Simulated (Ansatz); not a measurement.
**AlBH (doublet): from Hartree-Fock to the top rungs at angle Al2–B1–H3 = 103.7°, 6-31G**

Aim: climb from Hartree-Fock through coupled cluster and multireference methods for AlBH (doublet) at one geometry and basis, and see what each rung misses.

The runs use Ansatz 0.2.0, Gaussian basis; 6-31G, core rule «outside noble gas», up to 6 orbitals frozen.

The runs, in order: UHF; CCSD(T) on ROHF; CCSD(T) on UHF; BCCD(T) on ROHF; CISD; CCSDT(Q) on ROHF; CCSDT(Q) on UHF; CCSDTQ on ROHF; CCSDTQ on UHF; CASSCF and MRCISD+Q, 3 electrons in 3 orbitals; CASSCF and NEVPT2, 3 electrons in 3 orbitals; CASSCF and MRCISD+Q, 7 electrons in 9 orbitals; CASSCF and MRCISD+Q(relaxed), 7 electrons in 9 orbitals; CASSCF and NEVPT2, 7 electrons in 9 orbitals; Full CI.

12 further runs of the same task are left out: 11 that didn't finish, 1 set aside as unsound or not needed.

**1. The system**

The geometry derives from a PBE0/def2-TZVP stationary point (not a proven minimum). One angle is set to the value named; bond lengths are kept.

3 atoms, charge 0, spin multiplicity 2.

Atoms are counted from 1 here; the program's logs count them from 0.

Bond lengths: B1–Al2 2.120 Å, B1–H3 1.196 Å. Angles: Al2–B1–H3 103.7°.

Coordinates:

```xyz
3
charge 0, multiplicity 2
B     0.0000   -0.8393    1.2036
Al    0.0000    0.3374   -0.5601
H     0.0000   -0.0297    2.0843
```

**2. UHF**

in.yaml

```yaml
crystal:
  periodic: [false, false, false]
  atoms:
    - {symbol: B, position_ang: [0.000000, -0.839266, 1.203592]}
    - {symbol: Al, position_ang: [0.000000, 0.337387, -0.560119]}
    - {symbol: H, position_ang: [0.000000, -0.029679, 2.084291]}
basis:
  gaussian: {orbitals: 6-31G}
magnetization: {spin_polarized: true, initial_magnetization: 1}
hamiltonian: {xc: hf}
output: {orbitals: {seedname: orbitals}}
```

Launch:

```
$ ansatz run in.yaml --threads 1 --pin off --events-out ev --progress --plain --max-ram 2393MiB
```

After this run come: CCSD(T) on ROHF; CCSD(T) on UHF; BCCD(T) on ROHF; CISD; CCSDT(Q) on ROHF; CCSDT(Q) on UHF; CCSDTQ on ROHF; CCSDTQ on UHF; CASSCF and MRCISD+Q, 3 electrons in 3 orbitals; CASSCF and NEVPT2, 3 electrons in 3 orbitals; CASSCF and MRCISD+Q, 7 electrons in 9 orbitals; CASSCF and MRCISD+Q(relaxed), 7 electrons in 9 orbitals; CASSCF and NEVPT2, 7 electrons in 9 orbitals; Full CI.

Before running them: what should the planned runs give, taken together? Wanted: FCI below the RHF energy; RMP2 from FCI; UMP2 from FCI; RCCSD from FCI; RCCSD(T) from FCI; UCCSD(T) from FCI; RCCSDT(Q) from FCI; UCCSDT(Q) from FCI; NEVPT2 valence from FCI.

The runs gave:

| quantity | value |
| --- | --- |
| FCI below the RHF energy | -2.7467 eV |
| RMP2 from FCI | +1131.2 meV |
| UMP2 from FCI | +1162.3 meV |
| RCCSD from FCI | +183.4 meV |
| RCCSD(T) from FCI | +58.8 meV |
| UCCSD(T) from FCI | +56.8 meV |
| RCCSDT(Q) from FCI | +1.3 meV |
| UCCSDT(Q) from FCI | -1.0 meV |
| NEVPT2 valence from FCI | +201.3 meV |
| MRCISD+Q valence from FCI | +7.2 meV |
| MRCISD+Q(relaxed) valence from FCI | -3.9 meV |
| levels within 1 kcal/mol (43 meV) | RCCSDT, UCCSDT, RCCSDT(Q), UCCSDT(Q), RCCSDTQ, UCCSDTQ, MRCISD valence, MRCISD+Q valence, MRCISD+Q(relaxed) valence |
| T1 diagnostic | 0.070 |
| effectively unpaired electrons | 1.29 |

In words: RCCSD(T) lands +58.8 meV from the yardstick (2.1 % of the correlation energy). MRCISD+Q(relaxed) valence falls below full CI: the +Q correction isn't variational, and the cores differ from full CI's. The occupations show some static correlation. Of the multireference levels listed MRCISD+Q(relaxed) valence comes nearest in total energy (-3.9 meV), which doesn't show that its space is the better one. Coupled cluster took another determinant than the lowest Hartree-Fock one. These misses are within one basis, not against nature; the frozen cores of restricted and unrestricted runs differ, which can shift their rows.
